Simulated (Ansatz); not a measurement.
`CCC(F)(F)F` → `CCF` + `F[C]F` at 400 K and 1 bar (difluorocarbene loss).

Computed with Ansatz on PBE0-D4/def2-TZVP structures; ΔE is electronic, products minus reactants. CCSD(T)/CBS adds triple-zeta CCSD(T) − MP2 to the extrapolated MP2 energy (def2 sets, frozen cores). This one scheme is used for every species.

```tsv
species	CCSD(T)/CBS energy (Eh)	H − E (kJ/mol)	S (J/(mol·K))
`CCC(F)(F)F`	-416.56297	243.0	357.3
`CCF`	-178.90141	197.7	282.3
`F[C]F`	-237.54028	33.0	252.5
```

H − E and S are ideal-gas, rigid-rotor, harmonic terms from PBE0-D4/def2-TZVP. 1 Eh = 2625.50 kJ/mol, R = 8.31446 J/(mol·K).

Problem. By hand: ΔE, ΔH, ΔS and ΔG.

Solution. ΔE = (-178.90141) + (-237.54028) − (-416.56297) = 0.12128 Eh = 318.4 kJ/mol. Δ(H − E) = 197.7 + 33.0 − 243.0 = -12.3, so ΔH = 306.1 kJ/mol. ΔS = 282.3 + 252.5 − 357.3 = 177.5 J/(mol·K). ΔG = 306.1 − 400 × (177.5)/1000 = 235.1 kJ/mol.

Problem. By hand: the equilibrium constant, and the temperature at which ΔG would vanish if ΔH and ΔS stayed fixed.

Solution. log₁₀ K = −ΔG/(RT ln 10) = -30.7. ΔG = 0 at ΔH/ΔS = 1725 K.

The number of gas molecules changes by +1, which sets the sign of ΔS. A doubt of 5 kJ/mol in ΔE shifts log₁₀ K by 0.7 here. These are equilibria of isolated gas molecules and say nothing of rates. Largest T1 diagnostic: 0.017 (customary marks: 0.02 for closed shells, 0.045 for open ones).
